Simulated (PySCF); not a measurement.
## Structure from NMR data

Molecular formula: C₆H₁₂. Simulated spectra:

1H NMR (400 MHz, computed): δ 4.92 (dq, J = 2.8, 1.4 Hz, 1H), 4.73 (dq, J = 2.8, 2.0 Hz, 1H), 2.27 (sept, J = 7.7 Hz, 1H), 1.70 (t, J = 1.7 Hz, 3H), 1.05 (d, J = 7.7 Hz, 6H).

13C{1H} NMR (computed): δ 151.0 (C), 107.4 (CH2), 42.8 (CH), 23.7 (CH3), 17.3 (CH3).

[PySCF 2.14: σ from GIAO-KT2/pcSseg-1; geometry: PBE0-D3(BJ)/def2-SVP; couplings computed with B3LYP/pcJ-1 (without the spin–dipole term); non-relativistic Hamiltonian; averaged over atoms made equivalent by symmetry, fast rotation or ring inversion; single conformer; no solvent model]

Shifts are taken against calculated references (same method and geometry level): 1H and 13C vs TMS.

Task: Choose the structure that fits.
A. CCC=C(C)C
B. C/C=C/CCC
C. C=C(C)C(C)C

Result: C. 

1. The formula gives 1 degree of unsaturation (no ring in the answer).
2. 5 carbon signals for 6 carbons: some carbons are equivalent by symmetry or fast rotation.
3. Carbon types of the structure: 1 × C, 1 × CH, 1 × CH2, 3 × CH3, which accounts for all hydrogens.
4. δC 151.0: fully substituted alkene carbon; as expected for a trigonal carbon in a double bond.
5. δC 107.4: terminal =CH2 carbon; an sp2 carbon of a C=C bond.
6. δC 42.8: allylic sp3 CH; a saturated carbon with 3 carbon neighbours and no heteroatom attached.
7. δC 23.7: methyl carbon; aliphatic region, no heteroatom directly attached.
8. δH 2.27: hydrogen on an allylic sp3 CH; allylic position.
9. The protons at 2.27 and 1.05 share a coupling of 7.7 Hz (vicinal).

The others: C/C=C/CCC would give 6 carbon signals, not 5; CCC=C(C)C would give 6 carbon signals, not 5.

Splittings below 1 Hz are ignored in the labels, and close J values are merged. Unscaled 3J(H,H) at this level run about 10 % above measured values. Shifts are as computed. Against solution values, carbons near 30 ppm lie about +2 ppm off and those near 130 ppm about -5 ppm. Of 1211 compounds with measured shifts, 218 miss one by over three times the rms of a fit or turn the order of signals round; such compounds aren't used in these exercises.
